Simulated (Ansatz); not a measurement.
System: C$_{3}$H$_{3}$, charge 0, doublet. C3H3 (SMILES [CH]=C=C, doublet).
B3LYP-D3(BJ)/def2-TZVP minimum from Ansatz (a first-principles code):
```xyz
6

C     -0.0003    -0.0188     0.1135
C     -0.0037    -0.2179     1.3177
C      0.0034     0.2038    -1.2323
H     -0.0066    -0.3912     2.3654
H      0.9329     0.3302    -1.7707
H     -0.9230     0.2584    -1.7878
```
Charge 0, spin multiplicity 2.

Property: atomisation energy (electronic, to ground-state atoms), in kcal/mol. Radicals and triplets start from unrestricted determinants; spin-orbit coupling is neglected. CBS(X,Y): correlation extrapolated as X^-3, Hartree-Fock from the larger set (Q,5: extrapolated as (X+1)exp(-9√X)). A bracket is a step between two methods taken in the basis named. Functionals run without relativity, which enters their misses. Double hybrids freeze cores in their MP2 part. '+ core + X2C': CCSD(T) terms for core correlation (cc-pwCVTZ) and scalar relativity (cc-pVTZ-DK). For partners of very few electrons the exact lower level stands in for a higher one. The UHF reference of C3H3 ([CH]=C=C, doublet) is spin-contaminated (<S^2> up to 0.21 over the pure value in the sets run).

CCSD(T)/CBS(cc-pVQZ,cc-pV5Z) + [CCSDT(Q) - CCSD(T)]/cc-pVDZ + core + X2C (Ansatz) gives 606.0 kcal/mol.

### Question
How far off this value is PBE/def2-TZVPD (Ansatz), in which direction, and which of these levels come nearer: B3LYP/def2-TZVPD, PBE0/def2-TZVPD, wB97M-V/def2-TZVPD, B2PLYP/def2-TZVPD, CCSD(T)/CBS(cc-pVQZ,cc-pV5Z) + core + X2C?

### Answer
PBE gives 627.8 kcal/mol, 21.8 kcal/mol above it. Differences of the others: B3LYP/def2-TZVPD (Ansatz) 1.2; PBE0/def2-TZVPD (Ansatz) 7.4; wB97M-V/def2-TZVPD (Ansatz) 0.2; B2PLYP/def2-TZVPD (Ansatz) -4.0; CCSD(T)/CBS(cc-pVQZ,cc-pV5Z) + core + X2C (Ansatz) -1.0 kcal/mol. Nearer than PBE: B3LYP/def2-TZVPD, PBE0/def2-TZVPD, wB97M-V/def2-TZVPD, B2PLYP/def2-TZVPD, CCSD(T)/CBS(cc-pVQZ,cc-pV5Z) + core + X2C.
